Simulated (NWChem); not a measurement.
System: CH cation, singlet

Here is an NWChem input.

```
start job
memory heap 200 mb stack 900 mb global 1100 mb
charge 1
geometry units angstroms noautosym nocenter noautoz
  C      0.000000     0.000000    -0.141582
  H      0.000000     0.000000     0.998784
end
basis spherical
  * library def2-svp
end
dft
  xc b3lyp
  iterations 150
end
property
  response 1 0.0
end
task dft property
```

Parts of the log:

```
             Northwest Computational Chemistry Package (NWChem) 7.3.0
             --------------------------------------------------------

                             Geometry "geometry" -> ""
                             -------------------------

 Output coordinates in angstroms (scale by  1.889725989 to convert to a.u.)

  No.       Tag          Charge          X              Y              Z
 ---- ---------------- ---------- -------------- -------------- --------------
    1 C                    6.0000     0.00000000     0.00000000    -0.14158200
    2 H                    1.0000     0.00000000     0.00000000     0.99878400

 Effective nuclear repulsion energy (a.u.)       2.7842495252

                              NWChem Property Module
                              ----------------------

                                 NWChem DFT Module
                                 -----------------

 Summary of "ao basis" -> "ao basis" (spherical)
 ------------------------------------------------------------------------------
       Tag                 Description            Shells   Functions and Types
 ---------------- ------------------------------  ------  ---------------------
 C                          def2-svp                 6       14   3s2p1d
 H                          def2-svp                 3        5   2s1p

            General Information
            -------------------
          SCF calculation type: DFT
          Wavefunction type:  closed shell.
          No. of atoms     :     2
          No. of electrons :     6
           Alpha electrons :     3
            Beta electrons :     3
          Charge           :     1
          Spin multiplicity:     1
          Use of symmetry is: off; symmetry adaption is: off
          Maximum number of iterations: 150
          AO basis - number of functions:    19
                     number of shells:     9
          Convergence on energy requested:  1.00D-06
          Convergence on density requested:  1.00D-05
          Convergence on gradient requested:  5.00D-04

              XC Information
              --------------
                         B3LYP Method XC Potential
                     Hartree-Fock (Exact) Exchange  0.200
                        Slater Exchange Functional  0.800 local
                    Becke 1988 Exchange Functional  0.720 non-local
              Lee-Yang-Parr Correlation Functional  0.810
                  VWN I RPA Correlation Functional  0.190 local

             Grid Information
             ----------------
          Grid used for XC integration:  medium
          Radial quadrature: Mura-Knowles
          Angular quadrature: Lebedev.
          Tag              B.-S. Rad. Rad. Pts. Rad. Cut. Ang. Pts.
          ---              ---------- --------- --------- ---------
          C                   0.70       49           6.0       434
          H                   0.35       45           6.0       434
          Grid pruning is: on
          Number of quadrature shells:    94
          Spatial weights used:  Erf1

      Superposition of Atomic Density Guess
      -------------------------------------

 Sum of atomic energies:         -38.12408954

 Renormalizing density from       7.00 to      6

      Non-variational initial energy
      ------------------------------

 Total energy =     -34.019749
 1-e energy   =     -48.191619
 2-e energy   =      11.387620
 HOMO         =      -0.795429
 LUMO         =      -0.636531

   convergence    iter        energy       DeltaE   RMS-Dens  Diis-err
 ---------------- ----- ----------------- --------- --------- ---------
 d= 0,ls=0.0,diis     1    -38.0373745610 -4.08D+01  2.10D-02  9.63D-02
 d= 0,ls=0.0,diis     2    -38.0434558157 -6.08D-03  6.38D-03  5.86D-03
 d= 0,ls=0.0,diis     3    -38.0444527548 -9.97D-04  1.59D-03  5.79D-04
 d= 0,ls=0.0,diis     4    -38.0445584650 -1.06D-04  3.81D-05  4.97D-07
 d= 0,ls=0.0,diis     5    -38.0445585444 -7.95D-08  6.96D-06  5.54D-09

         Total DFT energy =      -38.044558544433
      One electron energy =      -53.424681902440
           Coulomb energy =       17.874156170730
    Exchange-Corr. energy =       -5.278282337874
 Nuclear repulsion energy =        2.784249525151

 Numeric. integr. density =        5.999998883770

                       DFT Final Molecular Orbital Analysis
                       ------------------------------------

 Vector    1  Occ=2.000000D+00  E=-1.081010D+01
              MO Center= -7.6D-15,  1.1D-14, -1.4D-01, r^2= 2.8D-02
   Bfn.  Coefficient  Atom+Function         Bfn.  Coefficient  Atom+Function
  ----- ------------  ---------------      ----- ------------  ---------------
     1      0.989763  1 C  s                  2      0.038599  1 C  s

 Vector    2  Occ=2.000000D+00  E=-1.045504D+00
              MO Center=  6.4D-12, -4.7D-12,  3.0D-01, r^2= 6.8D-01
   Bfn.  Coefficient  Atom+Function         Bfn.  Coefficient  Atom+Function
  ----- ------------  ---------------      ----- ------------  ---------------
     2      0.638658  1 C  s                 15      0.290140  2 H  s
     1     -0.272040  1 C  s                  6      0.205312  1 C  pz
     3      0.199297  1 C  s                  9      0.045082  1 C  pz
    19     -0.027781  2 H  pz

[...]

 DFT Linear Response polarizability / au
 Frequency  =       0.0000000 / au
              X              Y              Z
 -----------------------------------------------
 X       6.7458760     -0.0000000      0.0000000
 Y      -0.0000000      6.7458760     -0.0000000
 Z       0.0000000     -0.0000000      8.2197051
 -----------------------------------------------
 Eigenvalues =       6.7458760      6.7458760      8.2197051
 Isotropic   =       7.2371523
 Anisotropic =       1.4738291
 -----------------------------------------------

 Magnetic Dipole Response Matrix (nonzero elements):

 Exiting AOResponse driver routine
```

Level: B3LYP/def2-SVP. Low-valent species are run as closed-shell singlets; no triplet was tried in these runs. Structure relaxed at the PBE0-D3(BJ)/def2-TZVP level.
